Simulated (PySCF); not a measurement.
Species: C4H4S2.
Geometry (PBE0-D3(BJ)/def2-SVP, Å), atoms numbered from 1 in this order:
```
atom  x, y, z in Å
S1     1.760   -0.508   -0.716
C2     0.105   -0.094   -0.271
C3    -0.746   -0.877    0.570
C4    -1.982   -0.311    0.731
S5    -2.126    1.162   -0.132
C6    -0.517    1.045   -0.722
H7     1.846   -1.606    0.061
H8    -0.450   -1.820    1.032
H9    -2.818   -0.691    1.315
H10   -0.108    1.819   -1.370
```

Level: CAM-B3LYP/def2-SVPD in PySCF, non-relativistic, on one gas-phase PBE0-D3(BJ)/def2-SVP geometry that isn't relaxed in the solvent. The solvent is an IEF-PCM continuum (van der Waals radii × 1.2), and excitations are vertical TDDFT with non-equilibrium linear response and a frozen core. Only the electrostatic response of the medium enters.

```tsv
run	E − E(gas) (kcal/mol)	HOMO (eV)	HOMO–LUMO gap (eV)	dipole (D)	lowest singlet (eV)	static polarisability (au)
gas	0.00	-7.51	7.93	1.24	5.04	84.5
P	-4.75	-7.51	8.00	1.79	5.12	121.4
Q	-3.27	-7.50	7.98	1.61	5.11	109.0
```

Question: The runs were made in chloroform and dimethylsulfoxide. Which run belongs to which solvent?

Answer: P = dimethylsulfoxide, Q = chloroform. The dielectric constants are 4.711 (chloroform), 46.83 (dimethylsulfoxide), and the energy falls further as ε rises. The optical constants n² used for the excitations are 2.09, 2.19 in the same order. In this model the ground state sees the solvent through ε alone.

Question: How constant is the ratio of the lowering to (ε − 1)/(2ε + 1)?

Answer: 
```
          solvent  (ε − 1)/(2ε + 1)  E − E(gas) (kcal/mol)  ratio (kcal/mol)  polarisation term (kcal/mol)
       chloroform             0.356                  -3.27              -9.2                         -3.61
dimethylsulfoxide             0.484                  -4.75              -9.8                         -5.49
```

The ratio changes by +7.0 % in size from chloroform to dimethylsulfoxide. The polarisation term is half the interaction of the solute with the induced surface charges.
